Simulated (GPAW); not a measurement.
**One shape, several levels: CHNS (isothiocyanic acid)**

Aim: a comparison of 4 runs (PBE/real-space grid, PBEsol-D4/szp(dzp), BP86-D3(0)/dzp, PBE/dzp) of CHNS (isothiocyanic acid). Input form: an ASE script.

The results are computed with GPAW 26.7.0.

4 further runs of the same task are left out: 2 that didn't finish, 2 set aside as unsound or not needed.

### 1 Starting point

CHNS has 4 atoms, charge 0, and is taken as a singlet. As SMILES, `N=C=S`. The shape is that of a GFN2-xTB optimisation.

Bond lengths: N1–C2 1.196 Å, C2–S3 1.549 Å, N1–H4 0.996 Å. Angles: N1–C2–S3 169.5°, C2–N1–H4 137.4°.

### 2 Energy and one-electron properties at PBE/real-space grid (scalar-relativistic datasets) (run 1)

The input, chns_sp.py:

```python
import numpy as np
from ase import Atoms
from ase.units import Debye
from gpaw import GPAW

molecule = Atoms('NCSH',
    positions=[[ -0.269560,   0.603140,  -0.453890],
               [  0.266760,  -0.245870,   0.196130],
               [  1.202460,  -1.214680,   0.962110],
               [ -1.199660,   0.857400,  -0.704350]])
molecule.center(vacuum=4.5)

calc = GPAW(mode='fd', h=0.18, xc='PBE', maxiter=150, txt='-')
molecule.calc = calc

energy = molecule.get_potential_energy()
print(f'Energy = {energy:.5f} eV')
forces = molecule.get_forces()
print('Forces (eV/Ang)')
for symbol, f in zip(molecule.symbols, forces):
    print(f'{symbol:2} {f[0]:9.4f} {f[1]:9.4f} {f[2]:9.4f}')
dipole = molecule.get_dipole_moment() / Debye
print(f'Dipole                  {np.linalg.norm(dipole):.3f} D')
homo, lumo = calc.get_homo_lumo()
print(f'HOMO = {homo:.3f} eV')
print(f'LUMO = {lumo:.3f} eV')
print(f'Gap: {lumo - homo:.3f} eV')
```

Command:

```sh
OMP_NUM_THREADS=1 python chns_sp.py
```

Output:

```text
[...]
Number of symmetries: 1
[...]
  Number of IBZ points: 1
[...]
Spin-components: 1 (collinear spins)
Bands:           13
[...]
  Valence electrons: 16.0
[...]
  Grid points: [64 60 60]
  Charge: 0.0  # |e|
[...]
    cutoffs:
[...]
occupation numbers:
  # Zero width
[...]
xc functional:
  name: PBE with 2 nearest neighbor stencil
[...]
|iter     |     time |      energy | eigst |  dens |
[...]
|iter:   1| 00:00:08 |  -26.636181 | +1.23 |       |
[...]
|iter:  13| 00:00:52 |  -24.303010c| -7.46c| -5.65c|
Converged in 13 steps
[...]
Energy contributions relative to reference atoms: (reference = -13379.459680)
Energy contributions:
  Kinetic:          30.187482
  Coulomb:         -32.552514
  Zero:              0.636810
  External:          0.000000
  Xc:              -22.574788
  Entropy:           0.000000
  Spinorbit:         0.000000
  ----------------------------
  Free energy:     -24.303010
  Extrapolated:    -24.303010
dipole moment: (-0.360181, 0.137095, -0.124903)  # |e|*Ang
Fermi level: -4.224
Eigenvalues  # (at kpt = [0.000, 0.000, 0.000])
| band index |      eig [eV] | occ [0-2] |
|------------|---------------|-----------|
|          0 |       -23.917 |     2.000 |
|          1 |       -19.811 |     2.000 |
|          2 |       -15.478 |     2.000 |
|          3 |       -11.182 |     2.000 |
|          4 |       -10.107 |     2.000 |
|          5 |       -10.090 |     2.000 |
|          6 |        -6.782 |     2.000 |
|          7 |        -6.459 |     2.000 |
|          8 |        -1.989 |     0.000 |
|          9 |        -1.150 |     0.000 |
|         10 |        -0.546 |     0.000 |
|         11 |         0.579 |     0.000 |
[...]
Gap: 4.470 eV
Transition (v -> c):
[...]
Forces (eV/Ang)
N    -0.1278    0.6692   -0.4630
C     0.0959    0.1752   -0.1022
S     0.6404   -0.9697    0.7996
H    -0.5963    0.0780   -0.1031
Dipole                  1.946 D
HOMO = -6.459 eV
LUMO = -1.989 eV
Gap: 4.470 eV
```

Wall time 53 s (1 thread of Intel Xeon at 2.50GHz (Skylake/Cascade Lake), shared host); peak memory 0.53 GiB.

### 3 Energy and one-electron properties at PBEsol-D4/szp(dzp) (scalar-relativistic datasets) (run 2)

The input, chns.sdf:

```

     RDKit          3D

  4  3  0  0  0  0  0  0  0  0999 V2000
   -0.2696    0.6031   -0.4539 N   0  0  0  0  0  0  0  0  0  0  0  0
    0.2668   -0.2459    0.1961 C   0  0  0  0  0  0  0  0  0  0  0  0
    1.2025   -1.2147    0.9621 S   0  0  0  0  0  0  0  0  0  0  0  0
   -1.1997    0.8574   -0.7044 H   0  0  0  0  0  0  0  0  0  0  0  0
  2  1  2  0
  3  2  2  0
  4  1  1  0
M  END
$$$$
```

The input, calc.py:

```python
import numpy as np
from ase.calculators.mixing import SumCalculator
from ase.io import read
from ase.units import Debye
from dftd4.ase import DFTD4
from gpaw import GPAW, setup_paths
from gpaw.atom.configurations import parameters
from gpaw.atom.generator import Generator

system = read("chns.sdf")
system.set_cell([13.0, 13.0, 13.0])
system.center()

for symbol in ["C", "H", "N", "S"]:
    Generator(symbol, xcname="PBEsol", scalarrel=True, nofiles=True, txt=None).run(**parameters[symbol])
setup_paths.insert(0, ".")

gpaw_calc = GPAW(mode="lcao",
                 basis="szp(dzp)",
                 h=0.22,
                 xc="PBEsol",
                 maxiter=120,
                 poissonsolver={"name": "MomentCorrectionPoissonSolver", "poissonsolver": "fast", "moment_corrections": 9},
                 txt="-")
system.calc = SumCalculator([DFTD4(method="PBEsol"), gpaw_calc])

energy = system.get_potential_energy()
print(f"Energy: {energy:.5f} eV")
dipole = gpaw_calc.get_dipole_moment(system) / Debye
print(f"Dipole: {np.linalg.norm(dipole):.3f} D")
homo, lumo = gpaw_calc.get_homo_lumo()
print(f"HOMO: {homo:.3f} eV")
print(f"LUMO = {lumo:.3f} eV")
print(f"Gap                     {lumo - homo:.3f} eV")
```

Command:

```sh
OMP_NUM_THREADS=1 python calc.py
```

Output:

```text
[...]
Number of symmetries: 1
[...]
  Number of IBZ points: 1
[...]
basis functions: 31
Spin-components: 1 (collinear spins)
Bands:           13
[...]
  Valence electrons: 16.0
[...]
  Grid points: [60 60 60]
  Charge: 0.0  # |e|
[...]
    cutoffs:
[...]
occupation numbers:
  # Zero width
[...]
xc functional:
  name: PBEsol with 2 nearest neighbor stencil
[...]
|iter     |     time |      energy | eigst |  dens |
[...]
|iter:   1| 00:00:32 |  -20.868923 |      c|       |
[...]
|iter:   9| 00:00:55 |  -20.287480c|      c| -4.26c|
Converged in 9 steps
[...]
Energy contributions relative to reference atoms: (reference = -13351.375798)
Energy contributions:
  Kinetic:          -2.468969
  Coulomb:           0.319404
  Zero:              0.781830
  External:          0.000000
  Xc:              -18.919746
  Entropy:           0.000000
  Spinorbit:         0.000000
  ----------------------------
  Free energy:     -20.287480
  Extrapolated:    -20.287480
dipole moment: (-0.224871, 0.008235, -0.022179)  # |e|*Ang
Fermi level: -4.649
Eigenvalues  # (at kpt = [0.000, 0.000, 0.000])
| band index |      eig [eV] | occ [0-2] |
|------------|---------------|-----------|
|          0 |       -24.987 |     2.000 |
|          1 |       -20.532 |     2.000 |
|          2 |       -16.211 |     2.000 |
|          3 |       -11.653 |     2.000 |
|          4 |       -10.727 |     2.000 |
|          5 |       -10.704 |     2.000 |
|          6 |        -7.260 |     2.000 |
|          7 |        -6.958 |     2.000 |
|          8 |        -2.340 |     0.000 |
|          9 |        -1.518 |     0.000 |
|         10 |         1.487 |     0.000 |
|         11 |         4.090 |     0.000 |
[...]
Gap: 4.619 eV
Transition (v -> c):
[...]
vacuum-level: 0.000  # V
Energy: -20.30691 eV
Dipole: 1.086 D
HOMO: -6.958 eV
LUMO = -2.340 eV
Gap                     4.619 eV
```

Run time: 59 s. Hardware: 1 thread of Intel Xeon at 2.50GHz (Skylake/Cascade Lake), shared host; peak memory 0.78 GiB.

Run 3 isn't shown in full; the table further down has it.

### 4 Energy and one-electron properties at PBE/dzp (scalar-relativistic datasets) (run 4)

The input, run.xyz:

```xyz
4

N     -0.269560     0.603140    -0.453890
C      0.266760    -0.245870     0.196130
S      1.202460    -1.214680     0.962110
H     -1.199660     0.857400    -0.704350
```

The input, run.py:

```python
import numpy as np
from ase.io import read
from ase.units import Debye
from gpaw import GPAW

molecule = read('run.xyz')
molecule.center(vacuum=4.5)

calculator = GPAW(mode='lcao', basis='dzp', h=0.18, xc='PBE', maxiter=150, txt='-')
molecule.calc = calculator

energy = molecule.get_potential_energy()
print(f'Energy = {energy:.5f} eV')
forces = molecule.get_forces()
print('Forces (eV/Ang)')
for symbol, f in zip(molecule.symbols, forces):
    print(f'{symbol:2} {f[0]:9.4f} {f[1]:9.4f} {f[2]:9.4f}')
dipole = molecule.get_dipole_moment() / Debye
print(f'Dipole                  {np.linalg.norm(dipole):.3f} D')
homo, lumo = calculator.get_homo_lumo()
print(f'HOMO: {homo:.3f} eV')
print(f'LUMO                    {lumo:.3f} eV')
print(f'Gap                     {lumo - homo:.3f} eV')
```

Command:

```sh
python3 run.py
```

Output:

```text
[...]
Number of symmetries: 1
[...]
  Number of IBZ points: 1
[...]
basis functions: 44
Spin-components: 1 (collinear spins)
Bands:           13
[...]
  Valence electrons: 16.0
[...]
  Grid points: [64 60 60]
  Charge: 0.0  # |e|
[...]
    cutoffs:
[...]
occupation numbers:
  # Zero width
[...]
xc functional:
  name: PBE with 2 nearest neighbor stencil
[...]
|iter     |     time |      energy | eigst |  dens |
[...]
|iter:   1| 00:00:13 |  -23.733988 |      c|       |
[...]
|iter:  10| 00:00:29 |  -22.723716c|      c| -4.74c|
Converged in 10 steps
[...]
Energy contributions relative to reference atoms: (reference = -13379.459680)
Energy contributions:
  Kinetic:          26.185408
  Coulomb:         -26.398739
  Zero:              0.305236
  External:          0.000000
  Xc:              -22.815621
  Entropy:           0.000000
  Spinorbit:         0.000000
  ----------------------------
  Free energy:     -22.723716
  Extrapolated:    -22.723716
dipole moment: (-0.348627, 0.130441, -0.119345)  # |e|*Ang
Fermi level: -3.752
Eigenvalues  # (at kpt = [0.000, 0.000, 0.000])
| band index |      eig [eV] | occ [0-2] |
|------------|---------------|-----------|
|          0 |       -23.741 |     2.000 |
|          1 |       -19.499 |     2.000 |
|          2 |       -15.258 |     2.000 |
|          3 |       -10.775 |     2.000 |
|          4 |        -9.769 |     2.000 |
|          5 |        -9.743 |     2.000 |
|          6 |        -6.403 |     2.000 |
|          7 |        -6.063 |     2.000 |
|          8 |        -1.440 |     0.000 |
|          9 |        -0.508 |     0.000 |
|         10 |         1.536 |     0.000 |
|         11 |         2.917 |     0.000 |
[...]
Gap: 4.623 eV
Transition (v -> c):
[...]
Forces (eV/Ang)
N    -0.2675    1.8934   -1.2683
C     0.4286   -0.6999    0.5478
S     1.0602   -1.3979    1.1409
H    -1.2239    0.1998   -0.2324
Dipole                  1.878 D
HOMO: -6.063 eV
LUMO                    -1.440 eV
Gap                     4.623 eV
```

It took 31 s on 1 thread of Intel Xeon at 2.50GHz (Skylake/Cascade Lake), shared host; peak memory 0.56 GiB.

### 5 All runs side by side

| run | level | mode | grid spacing | energy (Eh) | dipole moment (D) | HOMO energy (eV) | LUMO energy (eV) | wall time |
| --- | --- | --- | --- | --- | --- | --- | --- | --- |
| 1 | PBE/real-space grid (scalar-relativistic datasets) | fd | 0.18 | -492.579193 | 1.95 | -6.46 | -1.99 | 53 s |
| 2 | PBEsol-D4/szp(dzp) (scalar-relativistic datasets) | lcao | 0.22 | -491.400276 | 1.09 | -6.96 | -2.34 | 59 s |
| 3 | BP86-D3(0)/dzp (scalar-relativistic datasets) | lcao | 0.2 | -492.838470 | 1.89 | -6.18 | -1.55 | 30 s |
| 4 | PBE/dzp (scalar-relativistic datasets) | lcao | 0.18 | -492.521155 | 1.88 | -6.06 | -1.44 | 31 s |

### 6 Outcome

| quantity | value |
| --- | --- |
| run 4: energy as printed (from the program's reference atoms) | -22.7237 eV |
| run 4: dipole moment | 1.88 D |
| run 4: HOMO energy | -6.06 eV |
| run 4: LUMO energy | -1.44 eV |
| run 4: HOMO–LUMO gap | 4.62 eV |
| run 4: largest force on an atom | 2.295 eV/Å |

The dipole moment (its size) runs from 1.09 D (PBEsol-D4/szp(dzp)) to 1.95 D (PBE/real-space grid). The two ends differ in method and basis. The HOMO–LUMO gap runs from 4.47 eV (PBE/real-space grid) to 4.62 eV (BP86-D3(0)/dzp). Totals of different functionals can't be ranked against each other. All runs together took 2.9 min, the longest 59 s.
